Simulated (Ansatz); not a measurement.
**C₂H₄Si (SMILES C=C=[SiH2]): one structure at several levels**

How do the functionals fare away from a minimum? The structure is a structure displaced at random from a GFN2-xTB minimum.

Program: Ansatz 0.2.0, Gaussian basis. Level of theory: single points in def2-TZVPP. These are calculated values, not measurements.

Correlated methods freeze the cores.

## Step 1: Where the work starts

SMILES `C=C=[SiH2]`, 7 atoms, charge 0, spin multiplicity 1.

Atoms are counted from 1 here; the program's logs count them from 0.

Bond lengths: C1–C2 1.260 Å, C1–H4 1.110 Å, C1–H5 1.163 Å, C2–Si3 1.709 Å, Si3–H6 1.513 Å, Si3–H7 1.442 Å. Angles: C2–C1–H4 130.0°, C2–C1–H5 121.8°, H4–C1–H5 108.2°, C1–C2–Si3 177.6°, C2–Si3–H6 123.1°, C2–Si3–H7 122.8°, H6–Si3–H7 114.2°.

Geometry (Å):

```
C    -1.2613   -0.2697   -0.7504
C    -0.1900   -0.0366   -0.1291
Si    1.2454    0.2265    0.7597
H    -1.8482   -1.2076   -0.8344
H    -1.7814    0.5430   -1.4005
H     1.2516    0.7188    2.1901
H     2.5580    0.0136    0.2026
```

## Step 2: CCSD(T)/def2-TZVPP

Input file run/in.yaml:

```yaml
crystal:
  periodic: [false, false, false]
  atoms:
    - {symbol: C, position_ang: [-1.261300, -0.269700, -0.750400]}
    - {symbol: C, position_ang: [-0.190000, -0.036600, -0.129100]}
    - {symbol: Si, position_ang: [1.245400, 0.226500, 0.759700]}
    - {symbol: H, position_ang: [-1.848200, -1.207600, -0.834400]}
    - {symbol: H, position_ang: [-1.781400, 0.543000, -1.400500]}
    - {symbol: H, position_ang: [1.251600, 0.718800, 2.190100]}
    - {symbol: H, position_ang: [2.558000, 0.013600, 0.202600]}
basis:
  gaussian: {orbitals: def2-TZVPP}
correlation: {method: ccsd_t}
output: {forces: true}
```

No record of the launch command was kept for these runs.

## Step 3: PBE0-D4/def2-TZVPP

Edit run/in.yaml of step 2 so:

```diff
@@ -12,3 +12,3 @@
   gaussian: {orbitals: def2-TZVPP}
-correlation: {method: ccsd_t}
-output: {forces: true}
+hamiltonian: {xc: pbe0, dispersion: d4}
+output: {forces: true, orbitals: {seedname: orbitals}}
```

## Step 4: wB97M-V/def2-TZVPP

Edit run/in.yaml of step 3 so:

```diff
@@ -12,3 +12,3 @@
   gaussian: {orbitals: def2-TZVPP}
-hamiltonian: {xc: pbe0, dispersion: d4}
-output: {forces: true, orbitals: {seedname: orbitals}}
+hamiltonian: {xc: {name: wB97M-V}}
+output: {forces: true}
```

## Step 5: r2SCAN-D4/def2-TZVPP

Edit run/in.yaml of step 4 so:

```diff
@@ -12,3 +12,3 @@
   gaussian: {orbitals: def2-TZVPP}
-hamiltonian: {xc: {name: wB97M-V}}
+hamiltonian: {xc: r2scan, dispersion: d4}
 output: {forces: true}
```

## Step 6: PBE-D4/def2-TZVPP

Edit run/in.yaml of step 5 so:

```diff
@@ -12,3 +12,3 @@
   gaussian: {orbitals: def2-TZVPP}
-hamiltonian: {xc: r2scan, dispersion: d4}
+hamiltonian: {xc: pbe, dispersion: d4}
 output: {forces: true}
```

## Step 7: LC-wPBE/def2-TZVPP

Edit run/in.yaml of step 6 so:

```diff
@@ -12,3 +12,3 @@
   gaussian: {orbitals: def2-TZVPP}
-hamiltonian: {xc: pbe, dispersion: d4}
+hamiltonian: {xc: {name: LC-wPBE}}
 output: {forces: true}
```

## Step 8: BHLYP-D4/def2-TZVPP

Edit run/in.yaml of step 7 so:

```diff
@@ -12,3 +12,3 @@
   gaussian: {orbitals: def2-TZVPP}
-hamiltonian: {xc: {name: LC-wPBE}}
+hamiltonian: {xc: {name: BHLYP}, dispersion: d4}
 output: {forces: true}
```

(Steps that only read results are left out.)

**Question.** What will these runs give? Wanted: energy less free atoms, CCSD(T)/def2-TZVPP; RMS force component; RMS force error; HOMO and LUMO, PBE0-D4; T1 diagnostic.

The runs gave:

| quantity | value |
| --- | --- |
| energy less free atoms, CCSD(T)/def2-TZVPP | -25.122 eV |
| RMS force component | 1.438 to 1.722 eV/Å over the methods |
| RMS force error | PBE0-D4 0.315, wB97M-V 0.249, r2SCAN-D4 0.319, PBE-D4 0.301, LC-wPBE 0.326, BHLYP-D4 0.368 eV/Å |
| HOMO and LUMO, PBE0-D4 | -6.16 and -1.24 eV |
| T1 diagnostic | 0.015 |

In words: Against CCSD(T) the functionals' energies less atoms differ by -1.347 to +0.027 eV, PBE-D4 by -1.347 eV. CCSD(T) in triple zeta still lacks some correlation energy of the bonds, so part of these gaps is its own basis error and they don't rank the functionals. For forces wB97M-V does best and BHLYP-D4 worst. Frozen-core CCSD(T) forces in triple zeta carry basis errors of their own, and this is one geometry, so small gaps rank nothing. The restricted Hartree–Fock reference is unstable towards an unrestricted one at one or more of these structures.
